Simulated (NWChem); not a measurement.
Program: NWChem. System: O2 (-1), charge -1, spin multiplicity 2, at a geometry optimised with UPBE0/def2-SVP. The structure started from a generated list of species. Its SCF solution wasn't tested for a lower state. Level: UHF/aug-cc-pVTZ.

Job file:

```
start mol
memory heap 200 mb stack 900 mb global 1100 mb
charge -1
geometry units angstroms nocenter noautoz
  O      0.000000     0.000000     0.660554
  O      0.000000     0.000000    -0.660554
  symmetry group D2h
end
basis spherical
  * library aug-cc-pvtz
end
scf
  uhf
  nopen 1
  maxiter 100
  thresh 1e-7
  semidirect memsize 60000000 filesize 0
  # guess.movecs holds the orbitals of an unrestricted PBE0 run
  vectors input guess.movecs output mol.movecs
end
task scf energy
```

Part of the output:

```
             Northwest Computational Chemistry Package (NWChem) 7.3.0
             --------------------------------------------------------

                                NWChem Input Module
                                -------------------

 Scaling coordinates for geometry "geometry" by  1.889725989
 (inverse scale =  0.529177249)

 Turning off AUTOSYM since
 SYMMETRY directive was detected!

                             Geometry "geometry" -> ""
                             -------------------------

 Output coordinates in angstroms (scale by  1.889725989 to convert to a.u.)

  No.       Tag          Charge          X              Y              Z
 ---- ---------------- ---------- -------------- -------------- --------------
    1 O                    8.0000     0.00000000     0.00000000     0.66055400
    2 O                    8.0000     0.00000000     0.00000000    -0.66055400

 Effective nuclear repulsion energy (a.u.)      25.6355604053

            Nuclear Dipole moment (a.u.)
            ----------------------------
        X                 Y               Z
 ---------------- ---------------- ----------------
     0.0000000000     0.0000000000     0.0000000000

      Symmetry information
      --------------------

 Group name             D2h
 Group number             26
 Group order               8
 No. of unique centers     1

      Symmetry unique atoms

     1


 Summary of "ao basis" -> "" (spherical)
 ------------------------------------------------------------------------------
       Tag                 Description            Shells   Functions and Types
 ---------------- ------------------------------  ------  ---------------------
 *                        aug-cc-pvtz                 on all atoms

 Summary of "ao basis" -> "ao basis" (spherical)
 ------------------------------------------------------------------------------
       Tag                 Description            Shells   Functions and Types
 ---------------- ------------------------------  ------  ---------------------
 O                        aug-cc-pvtz               14       46   5s4p3d2f

                                 NWChem SCF Module
                                 -----------------

  ao basis        = "ao basis"
  functions       =    92
  atoms           =     2
  alpha electrons =     9
  beta  electrons =     8
  charge          =  -1.00
  wavefunction    = UHF
  use symmetry    = T
  symmetry adapt  = T

 Summary of "ao basis" -> "ao basis" (spherical)
 ------------------------------------------------------------------------------
       Tag                 Description            Shells   Functions and Types
 ---------------- ------------------------------  ------  ---------------------
 O                        aug-cc-pvtz               14       46   5s4p3d2f

      Symmetry analysis of basis
      --------------------------

        ag         19
        au          5
        b1g         5
        b1u        19
        b2g        11
        b2u        11
        b3g        11
        b3u        11

 Forming initial guess at       0.0s

   Symmetry analysis of molecular orbitals - initial alpha
   -------------------------------------------------------

  Numbering of irreducible representations:

     1 ag          2 au          3 b1g         4 b1u         5 b2g
     6 b2u         7 b3g         8 b3u

  Orbital symmetries:

     1 ag          2 b1u         3 ag          4 b1u         5 b2u
     6 ag          7 b3u         8 b3g         9 b2g        10 b1u
    11 ag         12 b2u        13 b3u        14 b3g        15 b2g
    16 ag         17 b1u        18 b1u        19 ag

   Symmetry analysis of molecular orbitals - initial beta
   ------------------------------------------------------

  Numbering of irreducible representations:

     1 ag          2 au          3 b1g         4 b1u         5 b2g
     6 b2u         7 b3g         8 b3u

  Orbital symmetries:

     1 ag          2 b1u         3 ag          4 b1u         5 ag
     6 b3u         7 b2u         8 b2g         9 b3g        10 b1u
    11 ag         12 b3u        13 b2u        14 b2g        15 b3g
    16 ag         17 b1u        18 b1u        19 b1g

 Starting SCF solution at       0.1s

 ----------------------------------------------
         Quadratically convergent UHF

 Convergence threshold     :          1.000E-07
 Maximum no. of iterations :          100
 Integral*density screening:          1.000E-09
 ----------------------------------------------

              iter       energy          gnorm     gmax       time
             ----- ------------------- --------- --------- --------
                 1     -149.6331651948  4.79D-01  1.21D-01      0.3
                 2     -149.6464069462  7.73D-02  2.70D-02      0.4
                 3     -149.6480771731  4.24D-03  1.03D-03      0.5
                 4     -149.6480832505  8.88D-06  2.16D-06      0.6
                 5     -149.6480832505  9.28D-09  3.73D-09      0.7

       Final UHF  results
       ------------------

         Total SCF energy =   -149.648083250512
      One electron energy =   -263.309588086016
      Two electron energy =     88.025944430162
 Nuclear repulsion energy =     25.635560405342

                       Sz =      0.5000
                 Sz(Sz+1) =      0.7500
                      S^2 =      0.7913

        Time for solution =      0.6s

       Symmetry analysis of molecular orbitals - alpha
       -----------------------------------------------

  Numbering of irreducible representations:

     1 ag          2 au          3 b1g         4 b1u         5 b2g
[...]
    9   -0.1160
   10    0.2620
   11    0.3430
   12    0.3560
   13    0.3616
   14    0.3823
   15    0.3873
   16    0.4275
   17    0.5288
   18    0.7276
   19    0.8623

          Final beta eigenvalues
          ----------------------

              1
    1  -20.2941
    2  -20.2935
    3   -1.1236
    4   -0.6969
    5   -0.3157
    6   -0.2945
    7   -0.1505
    8   -0.0793
    9    0.2625
   10    0.3432
   11    0.3445
   12    0.3621
   13    0.3698
   14    0.3891
   15    0.4232
   16    0.4798
   17    0.5357
   18    0.7566
   19    0.8592

                    UHF Final Alpha Molecular Orbital Analysis
                    ------------------------------------------

 Vector    7  Occ=1.000000D+00  E=-3.220398D-01  Symmetry=ag
              MO Center= -3.5D-18, -1.0D-17, -2.6D-16, r^2= 1.2D+00
   Bfn.  Coefficient  Atom+Function         Bfn.  Coefficient  Atom+Function
  ----- ------------  ---------------      ----- ------------  ---------------
    11      0.313435  1 O  pz                57     -0.313435  2 O  pz
     8      0.243905  1 O  pz                54     -0.243905  2 O  pz
    14      0.201060  1 O  pz                60     -0.201060  2 O  pz
     4      0.155076  1 O  s                 50      0.155076  2 O  s

 Vector    8  Occ=1.000000D+00  E=-1.774813D-01  Symmetry=b3g
              MO Center=  6.0D-17, -6.8D-17, -1.1D-15, r^2= 1.1D+00
   Bfn.  Coefficient  Atom+Function         Bfn.  Coefficient  Atom+Function
  ----- ------------  ---------------      ----- ------------  ---------------
    10      0.360820  1 O  py                56     -0.360820  2 O  py
    13      0.300688  1 O  py                59     -0.300688  2 O  py
     7      0.285442  1 O  py                53     -0.285442  2 O  py

 Vector    9  Occ=1.000000D+00  E=-1.160042D-01  Symmetry=b2g
              MO Center= -7.4D-20,  8.4D-31,  1.1D-15, r^2= 1.2D+00
   Bfn.  Coefficient  Atom+Function         Bfn.  Coefficient  Atom+Function
  ----- ------------  ---------------      ----- ------------  ---------------
     9      0.351094  1 O  px                55     -0.351094  2 O  px
    12      0.316185  1 O  px                58     -0.316185  2 O  px
     6      0.279119  1 O  px                52     -0.279119  2 O  px

 Vector   10  Occ=0.000000D+00  E= 2.620345D-01  Symmetry=b1u
              MO Center=  2.4D-30, -1.0D-16,  5.9D-15, r^2= 1.3D+01
   Bfn.  Coefficient  Atom+Function         Bfn.  Coefficient  Atom+Function
  ----- ------------  ---------------      ----- ------------  ---------------
     5      8.068733  1 O  s                 51     -8.068733  2 O  s
    17     -2.928907  1 O  pz                63     -2.928907  2 O  pz
    14     -1.364525  1 O  pz                60     -1.364525  2 O  pz
     4      1.236069  1 O  s                 50     -1.236069  2 O  s
    30      0.432249  1 O  d  0              76     -0.432249  2 O  d  0

 Vector   11  Occ=0.000000D+00  E= 3.430278D-01  Symmetry=ag
              MO Center= -3.9D-17, -1.0D-30,  2.6D-15, r^2= 9.7D+00
   Bfn.  Coefficient  Atom+Function         Bfn.  Coefficient  Atom+Function
  ----- ------------  ---------------      ----- ------------  ---------------
    17      1.237322  1 O  pz                63     -1.237322  2 O  pz
     5      0.757438  1 O  s                 51      0.757438  2 O  s
     4     -0.274630  1 O  s                 50     -0.274630  2 O  s
    14     -0.257667  1 O  pz                60      0.257667  2 O  pz

 Vector   12  Occ=0.000000D+00  E= 3.560313D-01  Symmetry=b2u
              MO Center=  4.2D-17,  1.3D-16, -5.0D-16, r^2= 7.6D+00
   Bfn.  Coefficient  Atom+Function         Bfn.  Coefficient  Atom+Function
  ----- ------------  ---------------      ----- ------------  ---------------
    16      0.653190  1 O  py                62      0.653190  2 O  py
    13     -0.304896  1 O  py                59     -0.304896  2 O  py

                     UHF Final Beta Molecular Orbital Analysis
                     -----------------------------------------

 Vector    6  Occ=1.000000D+00  E=-2.944610D-01  Symmetry=ag
              MO Center= -7.4D-32,  1.8D-33,  4.3D-17, r^2= 1.3D+00
   Bfn.  Coefficient  Atom+Function         Bfn.  Coefficient  Atom+Function
  ----- ------------  ---------------      ----- ------------  ---------------
    11      0.305865  1 O  pz                57     -0.305865  2 O  pz
     8      0.238681  1 O  pz                54     -0.238681  2 O  pz
    14      0.208266  1 O  pz                60     -0.208266  2 O  pz
     4      0.158969  1 O  s                 50      0.158969  2 O  s

 Vector    7  Occ=1.000000D+00  E=-1.504577D-01  Symmetry=b2u
              MO Center= -2.9D-16,  3.2D-17,  5.1D-17, r^2= 1.3D+00
   Bfn.  Coefficient  Atom+Function         Bfn.  Coefficient  Atom+Function
  ----- ------------  ---------------      ----- ------------  ---------------
    10      0.264796  1 O  py                56      0.264796  2 O  py
    13      0.235761  1 O  py                59      0.235761  2 O  py
     7      0.205098  1 O  py                53      0.205098  2 O  py

 Vector    8  Occ=1.000000D+00  E=-7.933721D-02  Symmetry=b2g
              MO Center= -1.2D-15, -1.3D-17,  1.3D-15, r^2= 1.3D+00
   Bfn.  Coefficient  Atom+Function         Bfn.  Coefficient  Atom+Function
  ----- ------------  ---------------      ----- ------------  ---------------
     9      0.341342  1 O  px                55     -0.341342  2 O  px
    12      0.329179  1 O  px                58     -0.329179  2 O  px
     6      0.271135  1 O  px                52     -0.271135  2 O  px
    15      0.187108  1 O  px                61     -0.187108  2 O  px

 Vector    9  Occ=0.000000D+00  E= 2.625345D-01  Symmetry=b1u
              MO Center=  1.2D-15,  4.1D-30,  5.9D-16, r^2= 1.3D+01
   Bfn.  Coefficient  Atom+Function         Bfn.  Coefficient  Atom+Function
  ----- ------------  ---------------      ----- ------------  ---------------
     5      8.119727  1 O  s                 51     -8.119727  2 O  s
    17     -2.943611  1 O  pz                63     -2.943611  2 O  pz
    14     -1.367022  1 O  pz                60     -1.367022  2 O  pz
     4      1.243244  1 O  s                 50     -1.243244  2 O  s
    30      0.434430  1 O  d  0              76     -0.434430  2 O  d  0

 Vector   10  Occ=0.000000D+00  E= 3.431599D-01  Symmetry=b3g
              MO Center= -8.7D-32, -1.1D-30,  3.8D-16, r^2= 7.3D+00
   Bfn.  Coefficient  Atom+Function         Bfn.  Coefficient  Atom+Function
  ----- ------------  ---------------      ----- ------------  ---------------
    16      1.625471  1 O  py                62     -1.625471  2 O  py
    10      0.156115  1 O  py                56     -0.156115  2 O  py

 Vector   11  Occ=0.000000D+00  E= 3.445204D-01  Symmetry=ag
              MO Center=  7.4D-18,  3.7D-19, -7.3D-15, r^2= 9.7D+00
   Bfn.  Coefficient  Atom+Function         Bfn.  Coefficient  Atom+Function
  ----- ------------  ---------------      ----- ------------  ---------------
    17      1.244315  1 O  pz                63     -1.244315  2 O  pz
     5      0.755108  1 O  s                 51      0.755108  2 O  s
     4     -0.279773  1 O  s                 50     -0.279773  2 O  s
    14     -0.264947  1 O  pz                60      0.264947  2 O  pz

 center of mass
 --------------
 x =   0.00000000 y =   0.00000000 z =   0.00000000

 moments of inertia (a.u.)
 ------------------
          49.845518910448           0.000000000000           0.000000000000
           0.000000000000          49.845518910448           0.000000000000
           0.000000000000           0.000000000000           0.000000000000

  Mulliken analysis of the total density
  --------------------------------------

    Atom       Charge   Shell Charges
 -----------   ------   -------------------------------------------------------
    1 O    8     8.50   1.95  1.03  0.24  0.66  0.06  1.20  2.03  1.17  0.11  0.00  0.04  0.00  0.00  0.01
    2 O    8     8.50   1.95  1.03  0.24  0.66  0.06  1.20  2.03  1.17  0.11  0.00  0.04  0.00  0.00  0.01

  Mulliken analysis of the alpha density
  --------------------------------------

    Atom       Charge   Shell Charges
 -----------   ------   -------------------------------------------------------
    1 O    8     4.50   0.97  0.53  0.13  0.32  0.02  0.70  1.16  0.60  0.04  0.00  0.02 -0.00  0.00  0.00
    2 O    8     4.50   0.97  0.53  0.13  0.32  0.02  0.70  1.16  0.60  0.04  0.00  0.02 -0.00  0.00  0.00

   Mulliken analysis of the beta density
   -------------------------------------

    Atom       Charge   Shell Charges
 -----------   ------   -------------------------------------------------------
    1 O    8     4.00   0.98  0.50  0.12  0.33  0.04  0.49  0.87  0.57  0.07  0.00  0.02  0.00  0.00  0.00
    2 O    8     4.00   0.98  0.50  0.12  0.33  0.04  0.49  0.87  0.57  0.07  0.00  0.02  0.00  0.00  0.00

   Mulliken analysis of the spin density
   -------------------------------------

    Atom       Charge   Shell Charges
 -----------   ------   -------------------------------------------------------
    1 O    8     0.50  -0.00  0.03  0.01 -0.01 -0.01  0.21  0.29  0.03 -0.04 -0.00 -0.00 -0.01 -0.00 -0.00
    2 O    8     0.50  -0.00  0.03  0.01 -0.01 -0.01  0.21  0.29  0.03 -0.04 -0.00 -0.00 -0.01 -0.00 -0.00

       Multipole analysis of the density wrt the origin
       ------------------------------------------------

     L   x y z        total         alpha         beta         nuclear
     -   - - -        -----         -----         ----         -------
     0   0 0 0     -1.000000     -9.000000     -8.000000     16.000000

     1   1 0 0      0.000000      0.000000      0.000000      0.000000
     1   0 1 0      0.000000      0.000000     -0.000000      0.000000
     1   0 0 1      0.000000      0.000000     -0.000000      0.000000

     2   2 0 0    -10.272992     -5.018963     -5.254029      0.000000
     2   1 1 0      0.000000      0.000000      0.000000      0.000000
     2   1 0 1     -0.000000     -0.000000     -0.000000      0.000000
     2   0 2 0     -9.585517     -4.968098     -4.617419      0.000000
     2   0 1 1     -0.000000     -0.000000     -0.000000      0.000000
     2   0 0 2    -11.997803    -19.394545    -17.533949     24.930691

 Task  times  cpu:        0.7s     wall:        0.7s

 Total times  cpu:        0.7s     wall:        0.7s
```
